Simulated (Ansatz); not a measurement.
Relaxation of BFH₄O (7 atoms, charge 0, multiplicity 1), to a largest force component of 0.03 eV/Å in at most 50 steps.

Computed with Ansatz, RKS PBE/def2-SVP.

```xyz
7
Properties=species:S:1:pos:R:3
B -0.154 0.386 -0.329
F 0.075 0.095 2.165
H 0.830 -0.274 -0.615
O -1.417 -0.047 -0.554
H -1.448 -0.972 -0.861
H -0.066 1.529 0.045
H -0.074 0.943 1.807
```

Task: Where does it end, and by what steps?

Result: It converged. After 8 steps the energy has fallen by 0.017 eV; H7 moved furthest, 0.12 Å.

| step | energy less start (eV) | largest force component (eV/Å) | accepted |
| --- | --- | --- | --- |
| 0 | 0.0000 | 0.424 | yes |
| 1 | -0.0015 | 0.505 | yes |
| 2 | 0.0019 | 0.934 | no |
| 3 | -0.0129 | 0.328 | yes |
| 4 | -0.0134 | 0.446 | yes |
| 5 | -0.0158 | 0.076 | yes |
| 6 | -0.0168 | 0.099 | yes |
| 7 | -0.0167 | 0.074 | no |
| 8 | -0.0171 | 0.021 | yes |

```xyz
7
Properties=species:S:1:pos:R:3
B -0.166 0.365 -0.308
F 0.062 0.148 2.210
H 0.826 -0.272 -0.606
O -1.426 -0.064 -0.553
H -1.449 -0.965 -0.925
H -0.089 1.508 0.139
H -0.014 0.941 1.701
```

Whether the end is a true minimum wasn't checked by a vibrational analysis.

The run took 13 s on 1 thread of Arm Neoverse V1, on a shared host, peak memory 0.12 GiB.
